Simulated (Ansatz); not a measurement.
dimethyl ether (C₂H₆O), SMILES COC.

Geometry: PBE0-D3(BJ)/def2-TZVP.

Two levels are set side by side: PBE/def2-SVPD (Ansatz, a program for electronic structure) and PBE0/def2-SVPD (Ansatz). Energy differences of separate SCF runs at the same geometry; the states with an electron removed or added have multiplicity 2 and 2. Differences are taken from unrounded values.

| quantity | PBE0 | PBE | PBE minus PBE0 |
|---|---|---|---|
| vertical ionisation energy (eV) | 9.96 | 9.79 | -0.17 |
| vertical singlet–triplet gap (eV) | 6.93 | 6.56 | -0.37 |
